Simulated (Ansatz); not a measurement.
CCSD(T) forces

LiH₂O (SMILES [Li][OH2+]) (charge +1), singlet, at a frame of a short PBE0-D4/def2-SVP trajectory.

Li1  (-1.183, 0.864, -0.535)
O2  (0.099, -0.038, 0.031)
H3  (0.863, 0.096, 0.619)
H4  (0.258, -1.009, -0.010)
(Å)

Ansatz 0.2.0; basis: def2-TZVPP; cores frozen in the correlated methods. The outer core shell of Li, Na, Mg and K is correlated.

CCSD(T) forces from the calculation:
| atom | Fx | Fy | Fz (eV/Å) |
| --- | --- | --- | --- |
| Li1 | -1.096 | 0.833 | -0.499 |
| O2 | 2.311 | -2.482 | 1.206 |
| H3 | -0.308 | 1.089 | -0.084 |
| H4 | -0.906 | 0.560 | -0.623 |

(1) Which atom feels the largest CCSD(T) force, and how large is it?

No T1 diagnostic of these runs exceeds 0.007. These are differences at one structure, and CCSD(T) in triple zeta is itself an approximation.

Results:

(1) O2, 3.60 eV/Å, along (0.64, -0.69, 0.34).

Root-mean-square difference of the force components from those of CCSD(T): PBE-D4 0.295; r2SCAN-D4 0.046; PBE0-D4 0.044; wB97M-V 0.035 eV/Å.

For scale, one of the runs: CCSD(T)/def2-TZVPP forces, 78 basis functions, launched by `ansatz run in.yaml --threads 2 --pin off --events-out ev --progress --plain --max-ram 3481MiB`. Hardware: 2 CPU threads of an Arm Neoverse V2, shared host. Wall time about 2.2 s.
